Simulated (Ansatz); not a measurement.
# C2H4Cl2: a ladder of functionals and wavefunction methods

An exercise on one series of results from a longer session: the logs are not shown, and one member is left open.

Method: functionals in def2-TZVPP, the program's frozen cores in correlated methods; program: Ansatz 0.2.0, Gaussian basis.

Plan: PBE-D4, r2SCAN-D4, PBE0-D4, B3LYP-D4, ωB97X-V, ωB97M-V, B2PLYP; CCSD(T)/def2-TZVPP; CCSD(T)/def2-QZVPP; extrapolation to the limit.

### The relaxed structure

An earlier PBE0-D4 in a triple-zeta def2 set relaxation fixed the geometry.

SMILES `ClCCCl`, 8 atoms, charge 0, spin multiplicity 1.

Atoms are counted from 1 here; the program's logs count them from 0.

Bond lengths: Cl1–C2 1.776 Å, C2–C3 1.504 Å, C2–H5 1.091 Å, C2–H6 1.089 Å, C3–Cl4 1.776 Å, C3–H7 1.089 Å, C3–H8 1.091 Å. Angles: Cl1–C2–C3 112.5°, Cl1–C2–H5 107.0°, Cl1–C2–H6 107.4°, C3–C2–H5 109.3°, C3–C2–H6 111.2°, H5–C2–H6 109.3°, C2–C3–Cl4 112.5°, C2–C3–H7 111.2°, C2–C3–H8 109.3°, Cl4–C3–H7 107.4°, Cl4–C3–H8 107.0°, H7–C3–H8 109.3°.

Set-up of the first run:

Contents of in.yaml:

```yaml
crystal:
  periodic: [false, false, false]
  atoms:
    - {symbol: Cl, position_ang: [-1.662287, 1.059135, -0.729993]}
    - {symbol: C, position_ang: [-0.174793, 0.720206, 0.179215]}
    - {symbol: C, position_ang: [0.406842, -0.627529, -0.148472]}
    - {symbol: Cl, position_ang: [-0.607919, -1.965735, 0.429181]}
    - {symbol: H, position_ang: [0.544887, 1.496650, -0.085378]}
    - {symbol: H, position_ang: [-0.414978, 0.799065, 1.238581]}
    - {symbol: H, position_ang: [0.530930, -0.752761, -1.223218]}
    - {symbol: H, position_ang: [1.377319, -0.729020, 0.340082]}
basis:
  gaussian: {orbitals: def2-TZVPP}
hamiltonian: {xc: pbe, dispersion: d4}
output: {forces: true, orbitals: {seedname: orbitals}}
```

Launch:

```console
> ansatz run in.yaml --threads 2 --pin off --events-out ev --progress --plain --max-ram 32768MiB --backend cpu
```

Steps of the session up to this table: PBE-D4 (GGA); r2SCAN-D4 (meta-GGA); PBE0-D4 (hybrid); B3LYP-D4 (hybrid); ωB97X-V (range-separated); ωB97M-V (range-separated); B2PLYP (double hybrid); CCSD(T) in def2-TZVPP; CCSD(T) in def2-QZVPP.

One table of the session follows, with a row left open; its other results are not shown here.

| method | atomisation energy (kJ/mol) |
| --- | --- |
| PBE-D4 | 2868.7 |
| r2SCAN-D4 | 2809.2 |
| PBE0-D4 | 2825.5 |
| B3LYP-D4 | 2783.6 |
| ωB97X-V | 2803.8 |
| ωB97M-V | ? |
| B2PLYP | 2758.8 |
| HF/def2-TZVPP | 2050.3 |
| MP2/def2-TZVPP | 2778.9 |
| CCSD/def2-TZVPP | 2679.6 |
| CCSD(T)/def2-TZVPP | 2724.9 |
| MP2/CBS | 2852.7 |
| CCSD(T)/CBS | 2796.8 |

Q: Estimate the row for ωB97M-V from the others.

**Answer.** atomisation energy (kJ/mol): 2810.8. In the column «atomisation energy (kJ/mol)» it lies between r2SCAN-D4 (2809.2) and PBE0-D4 (2825.5).

Caveats from the session: Free atoms (2 Cl, 2 C, 4 H) were run apart at each level; the atomisation energy is their sum less the molecule, without zero-point or spin-orbit terms.
